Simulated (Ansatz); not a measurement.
Elements on the sites of an ideal bcc lattice, at a guessed lattice constant:

```
Fe Co Cu
1.0
     5.73373    0.00000    0.00000
     0.00000    5.73373    0.00000
     0.00000    0.00000    5.73373
Fe Co Cu
4 1 11
Cartesian
  0.0000 0.0000 0.0000
  4.3003 1.4334 1.4334
  2.8669 2.8669 2.8669
  4.3003 4.3003 4.3003
  4.3003 4.3003 1.4334
  2.8669 0.0000 0.0000
  0.0000 2.8669 0.0000
  0.0000 0.0000 2.8669
  1.4334 1.4334 1.4334
  2.8669 2.8669 0.0000
  2.8669 0.0000 2.8669
  0.0000 2.8669 2.8669
  1.4334 4.3003 1.4334
  1.4334 1.4334 4.3003
  4.3003 1.4334 4.3003
  1.4334 4.3003 4.3003
```

Cell and atoms were relaxed without symmetry on coarser meshes and computed once more. Method: DFT PBE, scalar-relativistic, plane waves, PAW in Ansatz 0.2.0.

Plane waves to 420 eV, a k mesh through Γ of 5×5×6 on the computed 16-atom cell and Gaussian smearing (0.10 eV); collinear spin from starting moments 3.09 3.09 3.09 3.12 1.96 0.12 0 0.13 0 0.13 0 0.12 0 0 0 0 μB.

The relaxation ran on 2×2×2 (shifted) k points with a smearing of 0.1 eV, from sites shaken by 0.02 Å.

Problem. What does the relaxation give?

Solution. A volume of 11.97 Å³/atom and no gap on the mesh. It lies 0.13 eV/atom above the elements' standard states (static lattices, no corrections for gases). The atoms leave their sites by 0.03 Å (root mean square) and 0.08 Å at most, and the cell stretches by up to 22.5 % at fixed volume, so the lattice hasn't survived. One magnetic start was tried.

```yaml
crystal:
  lattice:
    - [5.23104, -0.01069, 0.01110]
    - [-0.01069, 7.06035, 0.00457]
    - [0.01110, 0.00457, 5.18675]
  atoms:
    - { symbol: Fe, position: [0.99108, 0.99767, 0.00880] }
    - { symbol: Fe, position: [0.75170, 0.25169, 0.25032] }
    - { symbol: Fe, position: [0.51231, 0.50553, 0.49190] }
    - { symbol: Fe, position: [0.75170, 0.75160, 0.75032] }
    - { symbol: Co, position: [0.75174, 0.75157, 0.25031] }
    - { symbol: Cu, position: [0.49655, 0.00060, 0.00129] }
    - { symbol: Cu, position: [0.00090, 0.50180, 0.00162] }
    - { symbol: Cu, position: [0.00175, 0.00257, 0.50400] }
    - { symbol: Cu, position: [0.25170, 0.25158, 0.25036] }
    - { symbol: Cu, position: [0.50167, 0.50063, 0.99667] }
    - { symbol: Cu, position: [0.50267, 0.00145, 0.49904] }
    - { symbol: Cu, position: [0.00706, 0.50269, 0.49937] }
    - { symbol: Cu, position: [0.25181, 0.75164, 0.25034] }
    - { symbol: Cu, position: [0.25170, 0.25159, 0.75037] }
    - { symbol: Cu, position: [0.75172, 0.25165, 0.75035] }
    - { symbol: Cu, position: [0.25174, 0.75163, 0.75033] }
```

The final mesh leaves forces up to 0.15 eV/Å and stresses up to 1.1 GPa: the relaxation ran on a coarser mesh, so the cell's shape, its bonds and its energy belong partly to that mesh.

Only parallel moments were tried here.

Cost: 2 runs of about 69 core-minutes in all (earlier runs that led there not counted), on Arm Neoverse V2 (shared hosts).